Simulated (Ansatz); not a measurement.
We consider fcc Al, described by PBE-D4 (plane waves, PAW; Ansatz, a first-principles code).

Settings: plane-wave cutoff 520 eV, 24×24×24 k mesh, Fermi–Dirac smearing 0.05 eV, scalar-relativistic PAW data made under PBE.

Computed at the level's own relaxed cell.

Problem. Give the computed volume per atom, bulk modulus, lattice parameter a and pressure derivative B′ of the bulk modulus.

Solution. 
- volume per atom = 15.82 Å³/atom
- bulk modulus = 86.0 GPa
- lattice parameter a = 3.985 Å
- pressure derivative B′ of the bulk modulus = 4.7

The run finds no gap.

Measured, for comparison: equilibrium volume per atom 16.22 Å³/atom, lattice constant a 4.018 Å (static lattice: zero-point anharmonic expansion removed; as tabulated in Mejia-Rodriguez and Trickey (2018), arXiv:1807.09216); bulk modulus 80.8 GPa (corrected for temperature and zero-point phonon effects, our sources range from 77.1 to 82.0; as tabulated in Levämäki et al. (2014), arXiv:1402.3671). Computed (rounded) less measured: equilibrium volume per atom -2.5 %, bulk modulus +6 % (+5 % to +12 % over the range), lattice constant a -0.8 %.

The result took around 28 core-seconds (rough).
